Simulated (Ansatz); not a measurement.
This Ansatz (a first-principles code) input (MP2/aug-pcseg-3) gives -92.53440 Eh with 170 basis functions. A basis named .json is the Basis Set Exchange file of that set (core-valence sets with the plain set on hydrogen).

Ansatz 0.2 input:
```yaml
crystal:
  periodic: [false, false, false]
  atoms:
    - {symbol: C, position_ang: [-0.00000000, -0.00000000, -0.62581248]}
    - {symbol: N, position_ang: [0.00000000, 0.00000000, 0.53641070]}
basis:
  gaussian:
    orbitals: aug-pcseg-3
magnetization: {spin_polarized: true, initial_magnetization: 1}
correlation: {method: mp2, electrons: outside_noble_gas}
```

Change:
```diff
- orbitals: aug-pcseg-3
+ orbitals: pcseg-4.json
```

Question: What does the run give now?

Answer: -92.54443 Eh (MP2/pcseg-4, 202 functions), a change of -10.03 mEh.
